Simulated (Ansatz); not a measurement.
Energy needed to pull apart AlPH$_{6}$ (SMILES [AlH3-][PH3+]), singlet, into free ground-state atoms, from the structure below (displaced at random from its PBE0-D4/def2-TZVP minimum); no zero-point or spin–orbit terms; open-shell atoms are treated unrestricted, in their ground-state multiplicity.

```xyz
8
angstrom
Al -0.5121 0.1959 -1.3593
P 0.4328 -0.1234 0.9748
H 0.1525 -1.2791 -1.8512
H -1.9876 0.1968 -0.9956
H 0.2525 1.7176 -1.6764
H 0.1371 1.0442 1.9453
H 1.7706 -0.4009 1.2843
H -0.1678 -1.2456 1.7269
```

Program: Ansatz 0.2.0. Basis: def2-TZVPP. Cores are frozen in the correlated methods.

```csv
method,atomization energy (eV)
PBE-D4,19.68
r2SCAN-D4,?
PBE0-D4,19.59
wB97M-V,20.10
HF,?
MP2,18.86
CCSD,19.36
CCSD(T),19.49
```

Question: What does r2SCAN-D4 give? (Judge from chemistry; the value comes from the calculation.)

Answer: Computed: 19.95 eV, which is about 0.46 eV more than CCSD(T)/def2-TZVPP.

Question: What does HF give? (An estimate is asked for; the value comes from the calculation.)

Answer: Computed: 14.71 eV, which is about 4.78 eV less than CCSD(T)/def2-TZVPP.

In triple zeta the MP2 and coupled-cluster atomization energies are still short of their basis limit by a few kcal/mol a bond, whereas those of the functionals are nearly converged, so these differences are not deviations from converged CCSD(T).

The T1 diagnostic stays at or below 0.013.

For scale, one of the runs: CCSD(T)/def2-TZVPP forces, 168 basis functions (an equivalent command: `ansatz run in.yaml --threads 2`). Time: 37 s of wall clock on 2 CPU threads; the host was shared. Peak host memory: 2.2 GiB.
